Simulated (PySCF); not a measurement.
Ionisation energy of Be by level of theory

Be [He] 2s2 (1S) → Be⁺ [He] 2s1 (2S), as a difference of total energies. Calculation: PySCF 2.14, in aug-cc-pVDZ; the non-relativistic Hamiltonian (point nucleus). Correlated levels: valence: 1s2 frozen. The calculations carry no spin-orbit coupling.

```tsv
method	ionisation energy (eV)
UHF	8.075
r2SCAN	8.828
MP2 (valence)	8.776
CCSD (valence)	9.286
```

**Question.** Estimate what MN15 gives.

**Answer.** 8.997 eV, closest to r2SCAN among the rows shown.

**Question.** Estimate what SCS-MP2 (valence) gives.

**Answer.** 8.916 eV, closest to r2SCAN among the rows shown.

Errors of the correlated levels include the incompleteness of this basis and the frozen core.

With two correlated electrons CCSD is exact in that space.

For comparison: 9.323 eV (measured; NIST Atomic Spectra Database, ionization energies).
